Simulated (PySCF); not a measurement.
An unknown is described by computed data only.

Formula: C2H4F2O.

| Quantity | Value |
| --- | --- |
| Valence photoelectron | vertical ionisation energy: 11.15 eV [ΔSCF B3LYP/def2-SVPD] |
| XPS | C1s 293.1, C1s 295.9, O1s 539.4, F1s 693.5 (×2) eV [ΔSCF SCAN, pcX-2 on the ionised atom, pcseg-1 elsewhere, spin-free X2C] |
| Rotational structure | rotational constants A, B, C: 7.392, 4.344, 3.544 GHz [PBE0-D3(BJ)/def2-SVP] |
| Polarisability | 33.7 au [B3LYP/def2-SVPD] |
| Triplet | lowest triplet excitation (Tamm–Dancoff): 6.97 eV [TDA B3LYP/def2-SVPD] |
| Couplings | largest of the computed one-bond spin–spin couplings (means over like bonds): 19F–13C -300.0 (×2), 13C–1H +184.0, 13C–1H +146.7 (×2), 17O–1H -72.4, 13C–13C +47.5, 17O–13C +20.8 Hz [B3LYP/pcJ-1] |
| UV, first state | lowest singlet excitation: 7.28 eV (170 nm, f = 0.009) [TDDFT B3LYP/def2-SVPD] |
| Dipole | 2.32 D [B3LYP/def2-SVPD] |

The electronic properties come from PySCF, for the isolated species, density fitting. Levels stand in brackets. One conformer (not necessarily the lowest) at the PBE0-D3(BJ)/def2-SVP geometry, without solvent, vibrations or thermal averaging.

Task: What is the compound? Reason from the data.

Result: Numbering: `[OH:1][CH2:2][CH:3]([F:4])[F:5]`. Its formula, C2H4F2O, gives 0 degrees of unsaturation, so no ring and no π bond. The couplings run between: -300.0 Hz, fluorine of a CF2 group [F4] and CHF2 carbon [C3] (with 1 like pair); +184.0 Hz, CHF2 carbon [C3] and its hydrogen; +146.7 Hz, carbinol carbon (C–OH) [C2] and its hydrogen (with 1 like pair); -72.4 Hz, alcohol oxygen [O1] and its hydrogen; +47.5 Hz, carbinol carbon (C–OH) [C2] and CHF2 carbon [C3]; +20.8 Hz, alcohol oxygen [O1] and carbinol carbon (C–OH) [C2]. The core levels belong to: C1s 293.1 eV, carbinol carbon (C–OH) [C2]; C1s 295.9 eV, CHF2 carbon [C3]; O1s 539.4 eV, alcohol oxygen [O1]; F1s 693.5 eV, fluorine of a CF2 group [F4/F5]. One atom of each topological class was ionised and stands for its class. The first electron is taken from the HOMO, whose largest Löwdin shares are 0.62 on the alcohol oxygen, 0.14 on the carbinol carbon (C–OH), 0.07 on a methylene hydrogen and 0.07 on the CHF2 carbon. By its constants the optimised geometry is an asymmetric top. Structure: `OCC(F)F` (HCF2CH2OH). Computed isomers that give other values at the same levels: `COC(F)F` (core binding energies: C1s 293.1, C1s 297.4, O1s 539.8, F1s 693.4 (×2) eV). The assignments are read from this structure; whether some other isomer fits the data as well wasn't checked.

Shape of the structure used: `[OH:1][CH2:2][CH:3]([F:4])[F:5]`: O1–C2–C3–F4 -63°, H–O1–C2–C3 -51°.
